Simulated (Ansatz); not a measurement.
C3H4OS (`OCC#CS`), relaxed with RKS PBE-D4/def2-SVP in Ansatz from a rough embedded geometry. The force threshold is 0.03 eV/Å; the program also tests the step.

Charge 0, multiplicity 1.

Start:

```xyz
9

O     1.864   -0.510    0.803
C     0.689    0.177    1.122
C    -0.247    0.191   -0.009
C    -1.108    0.232   -0.844
S    -2.150    0.239   -2.163
H     2.168   -0.084   -0.095
H     0.248   -0.327    2.014
H     0.923    1.217    1.437
H    -2.386   -1.135   -2.264
```

**Question.** How much energy does the relaxation release, and in how many steps? (An estimate is asked.)

**Answer.** Computed: 5.36 kcal/mol, in 9 steps, 2 of them rejected.

**Question.** Which bonds change most? (Best estimate.)

**Answer.** Ansatz gave: O1–H6 from 1.039 to 0.976 Å; C3–C4 from 1.200 to 1.231 Å; S5–H9 from 1.398 to 1.370 Å; O1–C2 from 1.399 to 1.419 Å.

**Question.** Give the relaxed structure. (Estimate.)

**Answer.** The calculation gave: 
```xyz
9

O     1.943   -0.450    0.819
C     0.702    0.172    1.116
C    -0.277    0.144    0.030
C    -1.054    0.126   -0.925
S    -2.101    0.239   -2.247
H     2.254   -0.067   -0.023
H     0.292   -0.361    2.002
H     0.826    1.238    1.437
H    -2.586   -1.041   -2.208
```
